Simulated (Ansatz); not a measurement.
For antifluorite Mg2Sn, PBE-D4 (plane waves, PAW; Ansatz, a quantum-chemistry and plane-wave program) gives:

```
Property                     Value
------------------  --------------
lattice constant a         6.740 Å
formation enthalpy  -0.237 eV/atom
```

What does HSE06 (PAW; Ansatz) give for the same quantities?


- lattice constant a: 6.766 Å (goes up by 0.4 %)
- formation enthalpy: -0.276 eV/atom (moves by -0.039 eV/atom)

For comparison: lattice constant a 6.766 Å (measured, temperature not stated, no zero-point or thermal correction; as tabulated in Freccero, Grin, Wagner, Dalton Trans. (2023), ESI).

Changes are worked out from the printed values.

Unless a cell is named, each level is at its own relaxed cell (PBE-D4 25.51, HSE06 25.81 Å³/atom).

Levels without +SOC leave out spin–orbit coupling, which shifts energies and cells of such heavy elements.

Caveats: a distance lies near a switch of the dispersion term, which can move the cell (PBE-D4); exact exchange on metals is sensitive to the k mesh and can open a false gap (HSE06); the run warned that the count of filled bands differs between k points (HSE06). Ansatz's density-functional and Hartree–Fock values are scalar-relativistic unless marked +SOC, with PAW data made under PBE.
